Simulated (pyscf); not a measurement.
H₃Si–SiH(SiH₃)–Ge(SiH₃)(SiH₃)–SiH₃ (SMILES [SiH3][SiH]([SiH3])[Ge]([SiH3])([SiH3])[SiH3]) -> H₃Si–Si(SiH₃)=Ge(SiH₃)–SiH₃ (SMILES [SiH3][Si]([SiH3])=[Ge]([SiH3])[SiH3]) + SiH₄ (SMILES [SiH4]), an elimination (singlet surface; H–Si, Ge–Si broken, H–Si formed). Optimised with ωB97X-D3(BJ)/def2-SVP in PySCF. Energies in kcal/mol from the reactant's lowest minimum found.

Small-basis levels: PySCF, no dispersion term, spherical d functions. AM1 to PM7: differences of heats of formation from MOPAC, which are fitted to 298 K values and so differ in kind from electronic energies by zero-point and thermal terms. Cost: rough CPU time at the saddle relative to B3LYP/6-31G*+LANL2DZ, from one job on a shared machine.

```csv
level,barrier,reaction energy,cost
HF/STO-3G,155.2,+85.2,0.07
HF/3-21G,91.0,+39.7,0.1
HF/6-31G*+LANL2DZ,82.7,+34.0,0.2
MP2/6-31G*+LANL2DZ,65.9,+35.4,0.2
SVWN5/6-31G*+LANL2DZ,(withheld),+42.8,1
PBE/6-31G*+LANL2DZ,55.1,+35.7,1
B3LYP/STO-3G,127.8,+64.5,0.8
B3LYP/6-31G*+LANL2DZ,63.9,+31.7,1
B3LYP/6-311+G**+LANL2DZ,62.2,+30.9,2
B3LYP/def2-SVP,(withheld),+33.8,2
PM6,-6.7,-203.1,under 0.02
PM7,114.6,+58.0,under 0.02
ωB97M-D3(BJ)/def2-TZVP,(withheld),+41.3,–
```

### Question
What belongs in the gaps?

### Answer

- SVWN5/6-31G*+LANL2DZ, barrier: 48.8
- B3LYP/def2-SVP, barrier: 60.7
- ωB97M-D3(BJ)/def2-TZVP, barrier: 55.7

Against the last row the barrier runs from -62.3 (PM6) to +99.6 kcal/mol (HF/STO-3G). At PM6 this geometry lies under one side, so the entry may be no barrier of that level: it is a single point on another level's saddle. ωB97M-D3(BJ)/def2-TZVP has limits of its own. On the product side the descent ends in a complex (not fully relaxed), 4.9 kcal/mol under the separated species and 17.2 kcal/mol under the saddle at ωB97X-D3(BJ)/def2-TZVP. At the saddle there is also a short Si–Si contact that neither side keeps. At ωB97X-D3(BJ)/def2-TZVP the barrier from the zero used here is 58.3 kcal/mol. One saddle was located; it need not be the lowest between these sides. In the def2 sets elements up to Kr have no core potential.
